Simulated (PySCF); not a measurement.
Compound: pentafluorophosphorane, PF5.
Numbering: `[F:1][P:2]([F:3])([F:4])([F:5])[F:6]`

Computed with core-valence-separated Tamm–Dancoff BHandHLYP/aug-pcX-1 (def2-SVPD on P) in PySCF, non-relativistic, gas phase, PBE0-D3(BJ)/def2-SVP geometry.

Computed fluorine K-edge spectrum, Gaussian lines of 0.5 eV full width, highest printed point 100; it ends one width below the last computed root. Absolute energies from this functional tend to lie a few eV below measured edges; no shift was applied.

(photon energy (eV), absorption): (684.6, 1), (684.7, 2), (684.8, 6), (684.9, 15), (685.0, 29), (685.1, 48), (685.2, 69), (685.3, 88), (685.4, 97), (685.5, 94), (685.6, 76), (685.7, 51), (685.8, 28), (685.9, 12), (686.0, 4), (686.1, 1), (686.2, 0), (686.3, 0), (686.4, 0), (686.5, 0), (686.6, 0), (686.7, 0), (686.8, 0), (686.9, 0), (687.0, 0), (687.1, 0), (687.2, 0), (687.3, 0), (687.4, 1), (687.5, 5), (687.6, 12), (687.7, 27), (687.8, 48), (687.9, 72), (688.0, 91), (688.1, 100), (688.2, 96), (688.3, 80), (688.4, 57), (688.5, 35), (688.6, 18), (688.7, 9), (688.8, 8), (688.9, 13), (689.0, 21), (689.1, 30), (689.2, 34), (689.3, 31), (689.4, 23), (689.5, 15), (689.6, 8), (689.7, 4), (689.8, 2)

Assign the maxima to core holes.

3 maxima:
- 685.4 eV: F3/F4/F5 (phosphorus-bound fluorine), 685.49 eV, f = 0.090, sum of 3, 76 % of the height at the exact maximum; F1/F6 (phosphorus-bound fluorine), 685.21 eV, f = 0.045, sum of 2, 24 % of the height at the exact maximum
- 688.1 eV: F3/F4/F5 (phosphorus-bound fluorine), 687.99 eV, f = 0.071, sum of 3, 51 % of the height at the exact maximum; F1/F6 (phosphorus-bound fluorine), 688.25 eV, f = 0.045, sum of 4, 33 % of the height at the exact maximum; F1/F6 (phosphorus-bound fluorine), 688.28 eV, f = 0.024, sum of 2, 16 % of the height at the exact maximum
- 689.2 eV: F3/F4/F5 (phosphorus-bound fluorine), 689.20 eV, f = 0.038, sum of 3, 99 % of the height at the exact maximum

Roots within 0.03 eV on the same or equivalent atoms count as one line; shares under 12 % aren't listed.

Vibrational structure and lifetime widths aren't in the curve. The ionisation threshold wasn't computed; near and above it a finite basis only mimics Rydberg series and continuum.
